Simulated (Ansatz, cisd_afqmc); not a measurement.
Species: HS, charge 0, doublet. HS (SMILES [SH], doublet).
HTBH set geometry:
```xyz
2

S      0.0000     0.0000    -0.0788
H      0.0000     0.0000     1.2614
```
Charge 0, spin multiplicity 2.

Total energies in aug-cc-pV(D+d)Z, 7 correlated electrons, 5 frozen orbitals. UHF or UKS for unpaired electrons; spin-orbit terms are left out. Cores are frozen in correlated methods. No relativity. AFQMC is phaseless with a CISD trial state; ± is one standard error, without the phaseless bias. Outlying blocks are dropped, and bars are widened where a walk drifts. Over all cases where full CI ran beside it in this data, AFQMC minus full CI had a median of +0.1 mEh and passed +0.4 mEh in a tenth of the cases.

| method | program | energy (Eh) | minus CCSDTQ (mEh) |
|---|---|---|---|
| HF | Ansatz | -398.09447 | 149.88 |
| MP2 | Ansatz | -398.21634 | 28.01 |
| CCSD | Ansatz | -398.23980 | 4.55 |
| CCSD(T) | Ansatz | -398.24347 | 0.88 |
| CCSDT(Q) | Ansatz | -398.24432 | 0.03 |
| CCSDTQ | Ansatz | -398.24435 | 0.00 |
| AFQMC/CISD | cisd_afqmc | -398.2441 ± 0.0001 | 0.2 ± 0.1 |

Rough core times of Ansatz's runs on a shared machine: CCSD(T) under 20 s, CCSDT(Q) 20 s, CCSDTQ 5 min.

Ansatz is a program for electronic structure.
